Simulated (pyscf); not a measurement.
SiH₄ + SiH₃• -> H₃Si–SiH₃ + H•, a substitution at Si (doublet surface; H–Si broken, Si–Si formed). Optimised with ωB97X-D3(BJ)/def2-SVP in PySCF. Correlated levels are frozen-core, on RHF or UHF. ΔMP2 is the change of the MP2 total energy from the triple- to the quadruple-zeta basis. Energies in kJ/mol from the separated reactants.

Small-basis levels: PySCF, no dispersion term, spherical d functions. Open shells are spin-unrestricted. 

Q: Quick HF/3-21G single points give ΔE‡ = 159.3 kJ/mol and ΔE = +80.0 kJ/mol. What does CCSD(T)/def2-TZVPP + ΔMP2(QZVPP) give, and how far is the quick result from it?

A: CCSD(T)/def2-TZVPP + ΔMP2(QZVPP) gives ΔE‡ = 97.1 kJ/mol and ΔE = +74.4 kJ/mol. HF/3-21G lies 62.2 kJ/mol over it in the barrier and 5.7 kJ/mol over it in the reaction energy, so on this step it does not hold to within 12.6 kJ/mol. CCSD(T)/def2-TZVPP + ΔMP2(QZVPP) has limits of its own. The same reactants have a lower exit, to SiH₃• + SiH₄ (barrier +38.3 kJ/mol at ωB97M-D3(BJ), against +91.0 kJ/mol here). One saddle was located; it need not be the lowest between these sides. The angle at the attacked Si is 180°. The CCSD(T) − MP2 part came from Ansatz, without density fitting, on the same reference.
